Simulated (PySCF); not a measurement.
P: electron affinity

P⁻ [Ne] 3s2 3p4 (3P) → P [Ne] 3s2 3p3 (4S), as a difference of total energies. Calculation: PySCF 2.14, in dyall-acv3z; the non-relativistic Hamiltonian (point nucleus). Correlated levels: valence: [Ne] frozen; virtual orbitals above 40 to 60 times the deepest correlated orbital energy dropped. The calculations carry no spin-orbit coupling.

```
           method  electron affinity (eV)
              UHF                  -0.323
    MP2 (valence)                   0.473
SCS-MP2 (valence)                   0.545
   CCSD (valence)                   0.550
CCSD(T) (valence)                   0.619
```

A first-order spin-orbit estimate (lowest level to lowest level, LS coupling) adds 0.012 eV.

Errors of the correlated levels include the incompleteness of this basis and the frozen core.

A negative affinity means that the anion lies above the atom at that level of theory.

Question: Which method comes closest to the reference value, and which is furthest?

Answer: The reference is 0.747 eV (measured; photodetachment measurements, as compiled on the Wikipedia data page of electron affinities). Closest: CCSD(T) (valence) (error -0.116 eV); furthest: UHF (error -1.058 eV), both after the spin-orbit estimate.
